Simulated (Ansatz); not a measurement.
# Multireference treatment of AlO, doublet

Computed with Ansatz's Gaussian-basis code (development build); CASPT2, NEVPT3, NEVPT4(SD) by development code. Basis cc-pV(T+d)Z on Al, cc-pVTZ on O, nonrelativistic, 6 orbitals frozen in the corrections. State-specific CASSCF; RHF is the lowest restricted (open-shell) Hartree–Fock solution met. Letters tell apart solutions met in one space. No symmetry is imposed, so a solution can break that of the shape. The lowest solution met needn't be the lowest there is, nor hold the orbitals that a chemist would pick. Single-reference values can break down or jump between states where bonds are stretched.

Geometry: bond length 1.9440 Å.

CASSCF less RHF, in eV, and natural occupations:

| CAS | CASSCF | occupations |
| --- | --- | --- |
| (5,5) a | -1.487 | 1.97, 1.97, 1.00, 0.03, 0.03 |
| (5,5) b | -1.002 | 1.98, 1.92, 1.00, 0.08, 0.02 |
| (5,5) c | -0.839 | 2.00, 1.88, 1.00, 0.06, 0.06 |

Problem. What totals less RHF do the corrections give on each solution?

Solution. 

```json
{"CAS": "(5,5) a", "SC-NEVPT2": "-6.494", "FIC-NEVPT2": "–", "NEVPT3": "–", "NEVPT4(SD)": "–", "CASPT2 (IPEA 0)": "–"}
{"CAS": "(5,5) b", "SC-NEVPT2": "-6.737", "FIC-NEVPT2": "-6.769", "NEVPT3": "-7.030", "NEVPT4(SD)": "-7.333", "CASPT2 (IPEA 0)": "-7.012"}
{"CAS": "(5,5) c", "SC-NEVPT2": "-6.772", "FIC-NEVPT2": "-6.778", "NEVPT3": "-7.181", "NEVPT4(SD)": "-7.360", "CASPT2 (IPEA 0)": "-7.159"}
```

Problem. In CAS(5,5), is the solution lowest in CASSCF also lowest after SC-NEVPT2?

Solution. No: (5,5) c is lowest after SC-NEVPT2, 0.28 eV under (5,5) a, which leads in CASSCF.

Problem. How do single-reference totals in the same basis and frozen core stand against SC-NEVPT2 in CAS(5,5) a?

Solution. CCSD(T) -1.046 eV, CCSDT -1.067 eV. Coupled cluster stands on the determinant that it favours, which can lie over the RHF solution above, and is in doubt where the occupations are far from 0, 1 and 2.

Problem. Roughly how much CPU time does a whole run from the default start take (median of such runs, summed over threads; nearly all runs on one pinned thread of a shared server, mostly Xeon at 2.3 to 2.6 GHz, by a development driver)?

Solution. CAS(5,5) b: about 23 s. Other jobs ran beside these, and the count of passes differs.
